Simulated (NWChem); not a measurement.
System: fluoromethane (CH3F); SMILES CF

```xyz
5

C      0.0000     0.0000    -0.6018
F      0.0000     0.0000     0.7616
H      0.7326     0.7326    -0.9796
H      0.2681    -1.0007    -0.9796
H     -1.0007     0.2681    -0.9796
```
Atoms are numbered in this order, from 1.

Program: NWChem. All runs use the structure optimised with PBE0/def2-SVP. GIAO values for the isolated, static molecule; σ is the absolute isotropic shielding, δ = σ(reference) − σ with the isolated reference molecule computed at the same levels (13C: tetramethylsilane, 19F: trichlorofluoromethane, 1H: tetramethylsilane).

Task: Estimate the computed values for PBE/pcSseg-1. Quantities: δ C1 (ppm); δ F2 (ppm); δ H3 (ppm).

Result: The δ C1 (ppm) is 73.5 and the δ F2 (ppm) comes out as -305.1. The δ H3 (ppm) comes out as 4.42.
